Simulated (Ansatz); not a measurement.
Ideal-gas functions of H₅Si₂ (`[SiH2][SiH3]`) radical at 600 K and 1 bar, from an Ansatz frequency run at PBE0-D4/def2-TZVP.

Molar mass 61.21 g/mol, point group Cs (symmetry number 1), electronic degeneracy 2, moments of inertia 9.514, 94.343, 96.73 u Å². Harmonic wavenumbers (cm⁻¹, unscaled): 130, 375, 389, 437, 578, 627, 859, 923, 935, 938, 2199, 2205, 2223, 2224, 2235.

Use S(trans) = R[1.5 ln M + 2.5 ln T − 1.1517]; rotational temperatures θ = 24.2544 K / I; S(rot) = R[ln(√π/σ · √(T³/θAθBθC)) + 1.5]; for each mode x = 1.438777 ν̃/T, S = R[x/(eˣ − 1) − ln(1 − e⁻ˣ)] and H = RT x/(eˣ − 1); 1 cm⁻¹ = 0.0119627 kJ/mol; R = 8.31446 J/(mol·K).

By hand: the entropy, in J/(mol·K).

Translation 174.7. Rotation: θ = 2.5493, 0.2571, 0.2507 K, giving 104.5. Vibration, mode by mode: 18.04, 9.47, 9.19, 8.30, 6.24, 5.67, 3.64, 3.22, 3.15, 3.13, 0.27, 0.27, 0.26, 0.26, 0.25, in all 71.3. Electronic 5.8. Sum 356.3 J/(mol·K).

By hand: H − E and G − E in kJ/mol, counted from the electronic energy.

Zero-point energy ½ × 17277 × 0.0119627 = 103.3; thermal vibration 23.8; translation, rotation and pV give 4 RT = 20.0. H − E = 147.1 kJ/mol, and G − E = 147.1 − 600 × 356.3/1000 = -66.7 kJ/mol.

Vibration gives 20 % of the entropy, 18.0 J/(mol·K) of it from the mode under 150 cm⁻¹: soft modes count most, and the harmonic formula is weakest for them.
